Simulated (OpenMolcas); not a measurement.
How methods differ on PH2 (SMILES [PH2])

PH2: 3 atoms, total charge 0, spin state doublet. As SMILES, `[PH2]`. The coordinates come from a PBE0-D4/def2-TZVP relaxation.

```xyz
3

P     0.5257   -0.3094    0.2582
H     0.1146    1.0515    0.1767
H    -0.6404   -0.7421   -0.4350
```

Quantity: the energy change with the P1–H2 bond stretched from 1.424 to 2.136 Å, in eV. The values are calculated.

| level | kind | program | value (eV) | CPU time (all runs) |
| --- | --- | --- | --- | --- |
| UHF/3-21G | Hartree–Fock | OpenMolcas | 1.45 | 3.6 s |
| USVWN5/3-21G | LDA | OpenMolcas | 1.50 | 6.4 s |
| UPBE/3-21G | GGA | OpenMolcas | 1.50 | 7.3 s |
| U-r2SCAN/3-21G | meta-GGA | OpenMolcas | 1.62 | 11 s |
| UB3LYP/3-21G | global hybrid | OpenMolcas | 1.62 | 8.5 s |
| CASPT2(7,6)/3-21G | multireference | OpenMolcas | ? | 4.7 s |
| CASSCF(3,3)/3-21G | multireference | OpenMolcas | ? | 3.6 s |
| MRCI(7,6)/3-21G | multireference | OpenMolcas | 1.31 | 5.3 s |
| ROCCSD(T)/3-21G | coupled cluster or CI | OpenMolcas | 1.31 | 5.2 s |
| FCI/3-21G | exact in the basis | OpenMolcas | 1.31 | 7.8 s |

Q: Estimate the missing values from the other rows.

A: As computed at these levels: CASPT2(7,6)/3-21G: 1.29 eV; CASSCF(3,3)/3-21G: 1.24 eV. The first shape isn't each level's own minimum. The values span 1.24 to 1.62 eV. Spin contamination of the reference (⟨S²⟩ at least 0.1 too high) touches UHF/3-21G. All rows use very small basis sets, so even the best lies far from the true value. Times are those of the runs behind each value, whatever else they computed, on shared processors of several kinds: orders of magnitude only.
